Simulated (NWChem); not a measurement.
# SVWN5/6-31++G(d,p) (spherical functions) run of [CH3]− (SMILES [CH3-])

What is the vertical ionisation energy of [CH3]− at SVWN5/6-31++G** (spherical functions)? 

The calculation is run with NWChem 7.3.0.

## (1) The molecule

[CH3]−: 4 atoms, total charge -1, spin state singlet. As SMILES, `[CH3-]`. The coordinates come from a PBE0-D4/def2-TZVPD relaxation.

Bond lengths: C1–H2 1.111 Å, C1–H3 1.111 Å, C1–H4 1.111 Å. Angles: H2–C1–H3 104.7°, H2–C1–H4 104.7°, H3–C1–H4 104.7°.

## (2) The energy at SVWN5/6-31++G(d,p) (spherical functions)

File calc.nw:

```
START calc
TITLE "CH3 energy"
memory 2200 mb
charge -1

GEOMETRY units angstrom noautosym nocenter noautoz
  C    -0.146350   -0.155270    0.261210
  H     0.134550    0.900100    0.465250
  H    -0.783290   -0.107350   -0.647820
  H     0.795090   -0.637480   -0.078660
END

BASIS spherical bse
  * library 6-31++G**
END

DFT
  xc slater vwn_5
  grid fine
  convergence energy 1e-08
  maxiter 100
  mulliken
  print low
END

TASK dft energy
```

Launch:

```
$ nwchem calc.nw > calc.out
```

What it wrote:

```text
[...]
 d= 0,ls=0.0,diis     1    -39.2211876062 -4.87D+01  2.57D-01  1.24D+00     0.1
[...]
 d= 0,ls=0.0,diis    10    -39.4383998971 -4.05D-09  3.16D-07  5.39D-11     0.7
         Total DFT energy =      -39.438399897076
      One electron energy =      -73.713850189825
           Coulomb energy =       31.014729832178
    Exchange-Corr. energy =       -6.214945451502
 Nuclear repulsion energy =        9.475665912073
[...]
      Total Density - Mulliken Population Analysis
     ---------------------------------------------
    Atom       Charge   Shell Charges
 -----------   ------   -------------------------------------------------------
    1 C    6     7.26   1.99  0.68  1.97  0.70  1.09  0.08  0.73  0.02
    2 H    1     0.91   0.50  0.40  0.01  0.01
    3 H    1     0.91   0.50  0.40  0.01  0.01
    4 H    1     0.91   0.50  0.40  0.01  0.01
[...]
```

Wall time 1.2 s (1 thread of Intel Xeon 6975P-C (Granite Rapids), shared host); peak memory 0.11 GiB.

## (3) Doublet neutral CH3 at the same level

File input.nw:

```
start input
title "CH3"
memory 2200 mb

geometry units angstrom noautosym nocenter noautoz
 C     -0.146350    -0.155270     0.261210
 H      0.134550     0.900100     0.465250
 H     -0.783290    -0.107350    -0.647820
 H      0.795090    -0.637480    -0.078660
end

basis spherical bse
 * library 6-31++G**
end

dft
 xc slater vwn_5
 mult 2
 grid fine
 convergence energy 1e-08
 maxiter 100
 mulliken
 noprint "final vectors analysis"
end

task dft energy
```

Launch:

```
$ nwchem input.nw > input.out
```

What it wrote:

```text
[...]
          Wavefunction type:  spin polarized.
          No. of atoms     :     4
          No. of electrons :     9
[...]
          Charge           :     0
          Spin multiplicity:     2
[...]
          AO basis - number of functions:    36
[...]
              XC Information
              --------------
                        Slater Exchange Functional  1.000 local
                      VWN V Correlation Functional  1.000 local
[...]
 d= 0,ls=0.0,diis     1    -39.3963797691 -4.89D+01  4.40D-03  3.55D-02     0.2
[...]
 d= 0,ls=0.0,diis     7    -39.4087213654 -5.91D-09  4.79D-07  1.32D-10     0.7
[...]
         Total DFT energy =      -39.408721365417
      One electron energy =      -71.181147669868
           Coulomb energy =       28.327088844749
    Exchange-Corr. energy =       -6.030328452372
 Nuclear repulsion energy =        9.475665912073
[...]
      Total Density - Mulliken Population Analysis
     ---------------------------------------------
    Atom       Charge   Shell Charges
 -----------   ------   -------------------------------------------------------
    1 C    6     6.54   1.99  0.67  1.97  0.73  1.01  0.02  0.12  0.02
    2 H    1     0.82   0.49  0.32 -0.00  0.01
    3 H    1     0.82   0.49  0.32 -0.00  0.01
    4 H    1     0.82   0.49  0.32 -0.00  0.01
[...]
      <S2> =      0.7523 (Exact =     0.7500)
[...]
```

Wall time 1.3 s (1 thread of Intel Xeon 6975P-C (Granite Rapids), shared host); peak memory 0.11 GiB.

## (4) Results

Level: SVWN5/6-31++G** (spherical functions).

| quantity | value |
| --- | --- |
| singlet [CH3]−: total energy | -39.43840 Eh |
| doublet neutral CH3: total energy | -39.40872 Eh |
| doublet neutral CH3: dipole moment | 0.91 D |
| doublet neutral CH3: ⟨S²⟩ | 0.752 |
| vertical detachment energy (to the doublet neutral) | 0.808 eV |

In words: Removing an electron at fixed nuclei costs 0.81 eV (18.6 kcal/mol). Mulliken charges (doublet neutral CH3) run from -0.54 on C1 to +0.18 on H2; in a basis this large or diffuse they mean little.
